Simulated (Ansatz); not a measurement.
One change: `CC#CO` becomes `CC#CNC`.

Ansatz, PBE0-D4/def2-TZVP geometries, multiplicity 1. Each molecule was computed in one conformer, which needn't be the lowest.

```tsv
property	`CC#CO`
LUMO energy (ωB97M-V/def2-TZVPP) / eV	2.07
HOMO energy (B3LYP/def2-TZVPP) / eV	-6.49
HOMO energy (PBE/def2-TZVPP) / eV	-5.42
HOMO energy (PBE0/def2-TZVPP) / eV	-6.71
LUMO energy (PBE0/def2-TZVPP) / eV	0.60
size of the dipole moment (PBE/def2-TZVPP) / D	1.46
```

**Question.** What does the change do to each property? (Estimate.)

**Answer.** Computed: 
| property | `CC#CNC` | shift |
| --- | --- | --- |
| LUMO energy (ωB97M-V/def2-TZVPP) / eV | 2.48 | 0.41 |
| HOMO energy (B3LYP/def2-TZVPP) / eV | -5.61 | 0.88 |
| HOMO energy (PBE/def2-TZVPP) / eV | -4.61 | 0.81 |
| HOMO energy (PBE0/def2-TZVPP) / eV | -5.81 | 0.90 |
| LUMO energy (PBE0/def2-TZVPP) / eV | 1.03 | 0.43 |
| size of the dipole moment (PBE/def2-TZVPP) / D | 1.17 | -0.29 |

With PBE0 the HOMO rises by 0.90 eV and the LUMO rises by 0.43 eV, so the gap narrows by about 0.47 eV. PBE moves the HOMO by 0.81 eV and ωB97M-V by 0.96 eV. Dipoles are sizes alone; their direction can turn.

B3LYP here is the variant with VWN-RPA as its local correlation; programs differ in this.
